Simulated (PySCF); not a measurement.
A simulated first-order isotropic EPR spectrum at 9.497 GHz has these lines.

```
   318.07    1 ##############################
   326.83    1 ##############################
   329.09    1 ##############################
   337.85    1 ##############################
   340.11    1 ##############################
   348.87    1 ##############################
   351.13    1 ##############################
   359.89    1 ##############################
```
Columns: field (mT), relative intensity.

**Question.** Find the g value from the centre of the pattern.

**Answer.** The pattern is symmetric about 338.98 mT, so g = hν/(μB·B0) = 9497/(13.99624 × 338.98) = 2.0017, a shift of -0.6 × 10⁻³ from the free-electron value.

**Question.** Take the pattern apart into splittings.

**Answer.** The first two lines at either end are about 8.76 mT apart, which is the smallest coupling, and their intensity ratio 1:1 counts the nuclei that share it. In full: a 1:1:1:1 quartet of 11.02 mT (309 MHz), from 1 nucleus of spin 3/2; a 1:1 doublet of 8.76 mT (245 MHz), from 1 nucleus of spin 1/2. Check: Σ 2nI·a is the distance from the first to the last line, 41.82 mT.

**Question.** The radical has the formula BeF. Propose a structure, and say which nuclei carry the couplings.

**Answer.** `[Be][F]` [radical], numbered [Be:1][F:2]. 11.02 mT: 9Be at Be1 (largest spin population; computed sign −); 8.76 mT: 19F at F2 (1 bond from Be1; computed sign +). The largest Mulliken spin population is on Be1 (+1.01).

Computed, not measured: UKS B3LYP, IGLO-III on F, def2-TZVP with uncontracted s and p shells and three added tight s functions on Be, non-relativistic, mean-field spin-orbit, GIAO (PySCF). Geometry: PBE0-D3(BJ)/def2-SVP; no solvent, vibrations or thermal averaging.

First-order positions only. To second order lines move to lower field by a²/(2B0)·[J(J+1) − M²], with J the total spin of the equivalent nuclei and M its projection: up to 0.63 mT for the 11.02 mT coupling at this field.

Rare isotopes and splittings under 0.04 mT were left out of the simulation.
